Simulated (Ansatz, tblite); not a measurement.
# CdI2: charged states by level of theory

Aim: the energy of removing and adding an electron for CdI2, by energy differences, and how well orbital energies stand in for it.

The runs use Ansatz 0.2.0, Gaussian basis; as each input shows.

The runs, in order: charge +1 doublet, at the geometry of the singlet (PBE0-D4/def2-TZVP, PBE-D4/def2-TZVP, r2SCAN-D4/def2-TZVP); charge -1 doublet, at the geometry of the singlet (PBE0-D4/def2-TZVPD, PBE-D4/def2-TZVPD, r2SCAN-D4/def2-TZVPD); the starting singlet's energies come from earlier runs.

1 further run of the same task is left out (set aside as unsound or not needed).

**1. The relaxed structure**

The geometry is that of the singlet, from an earlier relaxation (PBE0-D4/def2-TZVP).

3 atoms, charge 0, spin multiplicity 1.

Atoms are counted from 1 here; the program's logs count them from 0.

Bond lengths: Cd1–I2 2.588 Å, Cd1–I3 2.588 Å. Angles: I2–Cd1–I3 179.7°.

Cd, I take a core potential in the def2 sets. No spin-orbit coupling is included.

**2. Charge +1 doublet at the fixed geometry, first pass, PBE0-D4/def2-SVP**

in.yaml reads:

```yaml
crystal:
  periodic: [false, false, false]
  atoms:
    - {symbol: Cd, position_ang: [-0.004033, -0.002331, -0.000017]}
    - {symbol: I, position_ang: [-0.014891, -0.019574, 2.587740]}
    - {symbol: I, position_ang: [0.018924, 0.021905, -2.587723]}
basis:
  gaussian: {orbitals: def2-SVP}
total_charge: 1
magnetization: {spin_polarized: true, initial_magnetization: 1}
hamiltonian: {xc: pbe0, dispersion: d4}
output: {orbitals: {seedname: orbitals}}
```

Launch:

```sh
ansatz run in.yaml --threads 4 --pin off --events-out ev --progress --plain --max-ram 3916MiB
```

Log:

```text
Functional definition: PBE0
  name "PBE0"
  cite "Adamo & Barone, J. Chem. Phys. 110, 6158 (1999) doi:10.1063/1.478522"
  cite "Perdew, Burke & Ernzerhof, Phys. Rev. Lett. 77, 3865 (1996) doi:10.1103/PhysRevLett.77.3865"
  parent pbe
  parameter a = 0.25
  parameter kappa = 0.804
  parameter beta = 0.06672455060314922
  exchange = (1 - a)*pbe_x(kappa = kappa, mu = beta*pi^2/3) + a*exact_x
  correlation = pbe_c(beta = beta)
996 factors; integrals over basis functions are off by at most 3.1e-4 eV
mean field evaluation 1: about -20758.2471 eV, gradient 1.6e1 eV
mean field evaluation 2: about -20757.4464 eV, gradient 2.1e1 eV
mean field evaluation 4: about -20759.7983 eV, gradient 3.9e-1 eV
mean field evaluation 8: about -20759.9096 eV, gradient 5.0e-1 eV
mean field evaluation 16: about -20759.9121 eV, gradient 4.0e-5 eV
mean field evaluation 32: about -20759.9121 eV, gradient 5.1e-6 eV
mean field evaluation 64: about -20759.6121 eV, gradient 7.3e-1 eV
mean field evaluation 96: about -20759.9121 eV, gradient 1.3e-3 eV
mean field -20759.91205233 eV, -762.9126963492 hartree, gradient 5.1e-6 eV, S^2 0.755463; 12 other end points of the search recorded, 0 dependent functions left out
reference -20759.91207666 eV, -762.9126972435 hartree; 35, 34 occupied and 48, 49 virtual orbitals, 996 factors
Total energy: -20759.99938805 eV, -762.9159058778 hartree
```

It took 54 s on 4 threads of Intel Xeon at 2.50GHz, shared host.

HOMO -12.39 eV, LUMO -11.38 eV (over both spins); ⟨S²⟩ 0.755 (pure: 0.75); the next solution that the search met lies 0.295 eV higher.

**3. Charge +1 doublet at the fixed geometry, PBE0-D4/def2-TZVP**

start.molden holds the orbitals of an earlier run on this state, given as this run's starting guess.

Edit in.yaml of step 2 so:

```diff
@@ -7,3 +7,3 @@
 basis:
-  gaussian: {orbitals: def2-SVP}
+  gaussian: {orbitals: def2-TZVP, initial_orbitals: start.molden}
 total_charge: 1
@@ -11,2 +11,3 @@
 hamiltonian: {xc: pbe0, dispersion: d4}
+scf: {omitted_lower_state_checks: [starts]}
 output: {orbitals: {seedname: orbitals}}
```

Same command.

Log (excerpt; [...] marks lines left out):

```text
Functional definition: PBE0
  name "PBE0"
  cite "Adamo & Barone, J. Chem. Phys. 110, 6158 (1999) doi:10.1063/1.478522"
  cite "Perdew, Burke & Ernzerhof, Phys. Rev. Lett. 77, 3865 (1996) doi:10.1103/PhysRevLett.77.3865"
  parent pbe
[...]
1338 factors; integrals over basis functions are off by at most 2.5e-4 eV
[...]
mean field -20761.53138353 eV, -762.9722056735 hartree, gradient 3.3e-6 eV, S^2 0.756975; 0 other end points of the search recorded, 0 dependent functions left out
reference -20761.53141017 eV, -762.9722066521 hartree; 35, 34 occupied and 105, 106 virtual orbitals, 1338 factors
Total energy: -20761.61872155 eV, -762.9754152865 hartree
Checks for a lower state left out: starts
```

It took 26 s on 4 threads of Intel Xeon at 2.50GHz, shared host; peak memory 0.7 GiB.

From the report: HOMO -12.31 eV, LUMO -11.27 eV (over both spins); ⟨S²⟩ 0.757 (pure: 0.75).

**4. Charge +1 doublet at the fixed geometry, PBE-D4/def2-TZVP**

Edit in.yaml of step 3 so:

```diff
@@ -10,3 +10,3 @@
 magnetization: {spin_polarized: true, initial_magnetization: 1}
-hamiltonian: {xc: pbe0, dispersion: d4}
+hamiltonian: {xc: pbe, dispersion: d4}
 scf: {omitted_lower_state_checks: [starts]}
```

Launched as before.

Log:

```text
Functional definition: PBE
  name "PBE"
  cite "Perdew, Burke & Ernzerhof, Phys. Rev. Lett. 77, 3865 (1996) doi:10.1103/PhysRevLett.77.3865"
  parent pbe
  parameter kappa = 0.804
  parameter beta = 0.06672455060314922
  exchange = pbe_x(kappa = kappa, mu = beta*pi^2/3)
  correlation = pbe_c(beta = beta)
these checks for a lower state are left out or cut short: starts
1103 factors; their error is unknown
mean field evaluation 1: about -20760.5935 eV, gradient 4.7e0 eV
mean field evaluation 2: about -20760.6863 eV, gradient 1.2e-1 eV
mean field evaluation 4: about -20760.6745 eV, gradient 3.0e-4 eV
mean field evaluation 8: about -20760.6745 eV, gradient 2.6e-5 eV
mean field evaluation 16: about -20760.6745 eV, gradient 4.4e-6 eV
mean field -20760.67451366 eV, -762.9407162865 hartree, gradient 4.4e-6 eV, S^2 0.752398; 0 other end points of the search recorded, 0 dependent functions left out
reference -20760.67454888 eV, -762.9407175807 hartree; 35, 34 occupied and 105, 106 virtual orbitals, 1103 factors
Total energy: -20760.77451236 eV, -762.9443911708 hartree
Checks for a lower state left out: starts
```

Wall time 11 s (4 threads of Intel Xeon at 2.50GHz, shared host).

Report: HOMO -11.64 eV, LUMO -11.64 eV (over both spins); ⟨S²⟩ 0.752 (pure: 0.75).

**5. Charge +1 doublet at the fixed geometry, r2SCAN-D4/def2-TZVP**

Edit in.yaml of step 4 so:

```diff
@@ -10,3 +10,3 @@
 magnetization: {spin_polarized: true, initial_magnetization: 1}
-hamiltonian: {xc: pbe, dispersion: d4}
+hamiltonian: {xc: r2scan, dispersion: d4}
 scf: {omitted_lower_state_checks: [starts]}
```

Launched as before.

Log (excerpt; [...] marks lines left out):

```text
Functional definition: r2SCAN
  name "r2SCAN"
  cite "Furness, Kaplan, Ning, Perdew & Sun, J. Phys. Chem. Lett. 11, 8208 (2020) doi:10.1021/acs.jpclett.0c02405"
  cite "Furness, Kaplan, Ning, Perdew & Sun, J. Phys. Chem. Lett. 11, 9248 (2020) doi:10.1021/acs.jpclett.0c03077"
  parent r2scan
[...]
1103 factors; their error is unknown
[...]
mean field -20769.00438801 eV, -763.2468335224 hartree, gradient 9.4e-6 eV, S^2 0.754601; 0 other end points of the search recorded, 0 dependent functions left out
reference -20769.00440312 eV, -763.2468340777 hartree; 35, 34 occupied and 105, 106 virtual orbitals, 1103 factors
Total energy: -20769.02484925 eV, -763.2475854593 hartree
Checks for a lower state left out: starts
```

It took 27 s on 4 threads of Intel Xeon at 2.50GHz, shared host.

From the report: HOMO -11.93 eV, LUMO -11.71 eV (over both spins); ⟨S²⟩ 0.755 (pure: 0.75).

**6. Vertical ionisation energy**

Charged state less starting state, singlet to doublet; the starting state's energies are those of its earlier runs.

| level | vertical ionisation energy (eV) | time |
| --- | --- | --- |
| PBE-D4/def2-TZVP | +9.13 | 13 s |
| r2SCAN-D4/def2-TZVP | +9.32 | 30 s |
| PBE0-D4/def2-TZVP | +9.50 | 31 s |

Times add the two runs; a level without a time comes out of a correlated run.

Beside −ε(HOMO) of the starting state:

| level | −ε(HOMO) (eV) | by difference (eV) | mismatch (eV) |
| --- | --- | --- | --- |
| PBE-D4/def2-TZVP | 6.61 | 9.13 | -2.51 |
| r2SCAN-D4/def2-TZVP | 6.90 | 9.32 | -2.42 |
| PBE0-D4/def2-TZVP | 7.72 | 9.50 | -1.78 |

**7. Charge -1 doublet at the fixed geometry, first pass, PBE0-D4/def2-SVP**

in.yaml reads:

```yaml
crystal:
  periodic: [false, false, false]
  atoms:
    - {symbol: Cd, position_ang: [-0.004033, -0.002331, -0.000017]}
    - {symbol: I, position_ang: [-0.014891, -0.019574, 2.587740]}
    - {symbol: I, position_ang: [0.018924, 0.021905, -2.587723]}
basis:
  gaussian: {orbitals: def2-SVP}
total_charge: -1
magnetization: {spin_polarized: true, initial_magnetization: 1}
hamiltonian: {xc: pbe0, dispersion: d4}
output: {orbitals: {seedname: orbitals}}
```

Launched as before.

Log:

```text
Functional definition: PBE0
  name "PBE0"
  cite "Adamo & Barone, J. Chem. Phys. 110, 6158 (1999) doi:10.1063/1.478522"
  cite "Perdew, Burke & Ernzerhof, Phys. Rev. Lett. 77, 3865 (1996) doi:10.1103/PhysRevLett.77.3865"
  parent pbe
  parameter a = 0.25
  parameter kappa = 0.804
  parameter beta = 0.06672455060314922
  exchange = (1 - a)*pbe_x(kappa = kappa, mu = beta*pi^2/3) + a*exact_x
  correlation = pbe_c(beta = beta)
1000 factors; integrals over basis functions are off by at most 3.1e-4 eV
mean field evaluation 1: about -20769.3859 eV, gradient 1.1e1 eV
mean field evaluation 2: about -20769.1967 eV, gradient 1.3e1 eV
mean field evaluation 4: about -20769.9740 eV, gradient 2.1e-1 eV
mean field evaluation 8: about -20770.1038 eV, gradient 6.5e-3 eV
mean field evaluation 16: about -20770.1038 eV, gradient 6.0e-5 eV
mean field -20770.10377241 eV, -763.2872351542 hartree, gradient 6.0e-5 eV, S^2 0.751698; 2 other end points of the search recorded, 0 dependent functions left out
reference -20770.10379769 eV, -763.2872360830 hartree; 36, 35 occupied and 47, 48 virtual orbitals, 1000 factors
Total energy: -20770.20211388 eV, -763.2908491364 hartree
```

Run time: 4.4 s. Hardware: 4 threads of Intel Xeon at 2.50GHz, shared host.

Report: HOMO 1.01 eV, LUMO 2.82 eV (over both spins); ⟨S²⟩ 0.752 (pure: 0.75). Doubts: highest occupied level lies above zero.

**8. Charge -1 doublet at the fixed geometry, PBE0-D4/def2-TZVPD**

Edit in.yaml of step 7 so:

```diff
@@ -7,3 +7,3 @@
 basis:
-  gaussian: {orbitals: def2-SVP}
+  gaussian: {orbitals: def2-TZVPD, initial_orbitals: start.molden}
 total_charge: -1
@@ -11,2 +11,3 @@
 hamiltonian: {xc: pbe0, dispersion: d4}
+scf: {omitted_lower_state_checks: [starts]}
 output: {orbitals: {seedname: orbitals}}
```

Launched as before.

Log:

```text
Functional definition: PBE0
  name "PBE0"
  cite "Adamo & Barone, J. Chem. Phys. 110, 6158 (1999) doi:10.1063/1.478522"
  cite "Perdew, Burke & Ernzerhof, Phys. Rev. Lett. 77, 3865 (1996) doi:10.1103/PhysRevLett.77.3865"
  parent pbe
  parameter a = 0.25
  parameter kappa = 0.804
  parameter beta = 0.06672455060314922
  exchange = (1 - a)*pbe_x(kappa = kappa, mu = beta*pi^2/3) + a*exact_x
  correlation = pbe_c(beta = beta)
these checks for a lower state are left out or cut short: starts
1338 factors; their error is unknown
mean field evaluation 1: about -20770.8518 eV, gradient 1.7e1 eV
mean field evaluation 2: about -20771.2777 eV, gradient 7.1e-1 eV
mean field evaluation 4: about -20771.8591 eV, gradient 6.8e-1 eV
mean field evaluation 8: about -20771.8599 eV, gradient 2.2e-5 eV
mean field -20771.85994940 eV, -763.3517734683 hartree, gradient 2.2e-5 eV, S^2 0.752370; 0 other end points of the search recorded, 0 dependent functions left out
reference -20771.85999755 eV, -763.3517752376 hartree; 36, 35 occupied and 122, 123 virtual orbitals, 1338 factors
Total energy: -20771.95831374 eV, -763.3553882910 hartree
Checks for a lower state left out: starts
```

It took 7.5 s on 4 threads of Intel Xeon at 2.50GHz, shared host; peak memory 0.57 GiB.

HOMO 0.69 eV, LUMO 2.39 eV (over both spins); ⟨S²⟩ 0.752 (pure: 0.75). Doubts: highest occupied level lies above zero.

**9. Charge -1 doublet at the fixed geometry, PBE-D4/def2-TZVPD**

Edit in.yaml of step 8 so:

```diff
@@ -10,3 +10,3 @@
 magnetization: {spin_polarized: true, initial_magnetization: 1}
-hamiltonian: {xc: pbe0, dispersion: d4}
+hamiltonian: {xc: pbe, dispersion: d4}
 scf: {omitted_lower_state_checks: [starts]}
```

The command is unchanged.

Log:

```text
Functional definition: PBE
  name "PBE"
  cite "Perdew, Burke & Ernzerhof, Phys. Rev. Lett. 77, 3865 (1996) doi:10.1103/PhysRevLett.77.3865"
  parent pbe
  parameter kappa = 0.804
  parameter beta = 0.06672455060314922
  exchange = pbe_x(kappa = kappa, mu = beta*pi^2/3)
  correlation = pbe_c(beta = beta)
these checks for a lower state are left out or cut short: starts
1197 factors; their error is unknown
mean field evaluation 1: about -20770.6531 eV, gradient 4.7e0 eV
mean field evaluation 2: about -20770.7400 eV, gradient 1.2e-1 eV
mean field evaluation 4: about -20770.7261 eV, gradient 8.2e-4 eV
mean field evaluation 8: about -20770.7261 eV, gradient 1.9e-5 eV
mean field -20770.72608111 eV, -763.3101045768 hartree, gradient 1.9e-5 eV, S^2 0.751016; 0 other end points of the search recorded, 0 dependent functions left out
reference -20770.72614005 eV, -763.3101067431 hartree; 36, 35 occupied and 122, 123 virtual orbitals, 1197 factors
Total energy: -20770.83841674 eV, -763.3142328354 hartree
Checks for a lower state left out: starts
```

Run time: 3.8 s. Hardware: 4 threads of Intel Xeon at 2.50GHz, shared host.

HOMO 1.23 eV, LUMO 1.60 eV (over both spins); ⟨S²⟩ 0.751 (pure: 0.75). Doubts: highest occupied level lies above zero.

**10. Charge -1 doublet at the fixed geometry, r2SCAN-D4/def2-TZVPD**

Edit in.yaml of step 9 so:

```diff
@@ -10,3 +10,3 @@
 magnetization: {spin_polarized: true, initial_magnetization: 1}
-hamiltonian: {xc: pbe, dispersion: d4}
+hamiltonian: {xc: r2scan, dispersion: d4}
 scf: {omitted_lower_state_checks: [starts]}
```

The command is unchanged.

Log:

```text
Functional definition: r2SCAN
  name "r2SCAN"
  cite "Furness, Kaplan, Ning, Perdew & Sun, J. Phys. Chem. Lett. 11, 8208 (2020) doi:10.1021/acs.jpclett.0c02405"
  cite "Furness, Kaplan, Ning, Perdew & Sun, J. Phys. Chem. Lett. 11, 9248 (2020) doi:10.1021/acs.jpclett.0c03077"
  parent r2scan
  parameter k0 = 0.174
  parameter k1 = 0.065
  parameter a1 = 4.9479
  exchange = r2scan_x(k0 = k0, k1 = k1, a1 = a1)
  correlation = r2scan_c
these checks for a lower state are left out or cut short: starts
1197 factors; their error is unknown
mean field evaluation 1: about -20779.1755 eV, gradient 4.3e0 eV
mean field evaluation 2: about -20779.2180 eV, gradient 6.0e-2 eV
mean field evaluation 4: about -20779.2002 eV, gradient 3.6e-4 eV
mean field evaluation 8: about -20779.2002 eV, gradient 1.4e-5 eV
mean field -20779.20016746 eV, -763.6215215066 hartree, gradient 1.4e-5 eV, S^2 0.754162; 0 other end points of the search recorded, 0 dependent functions left out
reference -20779.20021585 eV, -763.6215232847 hartree; 36, 35 occupied and 122, 123 virtual orbitals, 1197 factors
Total energy: -20779.22349107 eV, -763.6223786332 hartree
Checks for a lower state left out: starts
```

Wall time 8 s (4 threads of Intel Xeon at 2.50GHz, shared host).

Report: HOMO 1.16 eV, LUMO 1.95 eV (over both spins); ⟨S²⟩ 0.754 (pure: 0.75). Doubts: highest occupied level lies above zero.

**11. Vertical electron affinity**

Starting state less charged state (positive: the electron is bound), singlet to doublet; the starting state's energies are those of its earlier runs.

| level | vertical electron affinity (eV) | time |
| --- | --- | --- |
| PBE-D4/def2-TZVPD | +0.93 | 6.5 s |
| r2SCAN-D4/def2-TZVPD | +0.87 | 12 s |
| PBE0-D4/def2-TZVPD | +0.83 | 12 s |

Times add the two runs; a level without a time comes out of a correlated run.

Beside −ε(LUMO) of the starting state:

| level | −ε(LUMO) (eV) | by difference (eV) | mismatch (eV) |
| --- | --- | --- | --- |
| PBE-D4/def2-TZVPD | 3.17 | 0.93 | +2.24 |
| r2SCAN-D4/def2-TZVPD | 2.98 | 0.87 | +2.11 |
| PBE0-D4/def2-TZVPD | 2.39 | 0.83 | +1.55 |

**12. Summary of results**

```
                                             quantity                               value
 vertical ionisation energy, functionals in def2-TZVP  9.13 (PBE-D4) to 9.50 eV (PBE0-D4)
vertical electron affinity, functionals in def2-TZVPD  0.83 (PBE0-D4) to 0.93 eV (PBE-D4)
```

In words: The vertical ionisation energy spans 9.13 to 9.50 eV over the functionals. −ε(HOMO) misses the level's own difference by -1.78 eV at best (PBE0-D4) and -2.51 eV at worst (PBE-D4). The vertical electron affinity spans 0.83 to 0.93 eV over the functionals. The anion's highest level lies above zero where self-interaction lifts it, so diffuse functions weigh on these values. −ε(LUMO) misses the level's own difference by +1.55 eV at best (PBE0-D4) and +2.24 eV at worst (PBE-D4).

The anion's highest level is positive in at least one run, so there the basis alone may hold the extra electron.
